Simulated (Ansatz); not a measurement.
Two shapes of singlet C₄H₈.

Shape 1:

```xyz
12

C     0.0000    0.0000   -1.3350
C     0.0000    0.0000    0.0000
C     0.0000    1.2763    0.7975
C     0.0000   -1.2763    0.7975
H     0.0000   -0.9343   -1.8964
H     0.0000    0.9343   -1.8964
H     0.0000    2.1294    0.1190
H    -0.8898    1.3126    1.4260
H     0.8898    1.3126    1.4260
H     0.0000   -2.1294    0.1190
H     0.8898   -1.3126    1.4260
H    -0.8898   -1.3126    1.4260
```

Shape 2:

```xyz
12

C     0.0000    0.0000   -1.4592
C     0.0000    0.0000   -0.1210
C     0.0000    1.2706    0.6772
C     0.0000   -1.2706    0.6772
H     0.0000   -0.9333   -2.0296
H     0.0000    0.9333   -2.0296
H     0.0000    2.1616    0.0339
H    -0.8834    1.3209    1.3367
H     0.8834    1.3209    1.3367
H     0.0000   -2.1616    0.0339
H     0.8834   -1.3209    1.3367
H    -0.8834   -1.3209    1.3367
```

Basis set: cc-pVDZ (spherical functions). Left uncorrelated: 4 orbitals. Charge 0, multiplicity 1.

Computed with Ansatz (development build ahead of 0.2.0); each method stands on the lowest determinant of its kind that the runs found.

(1) Which shape is lower in energy, and by how much in each method?

Results:

(1)

```tsv
method	E(2) − E(1) (eV)
RHF	-0.008
RHF-MP2	-0.040
```

Shape 2 is lower.
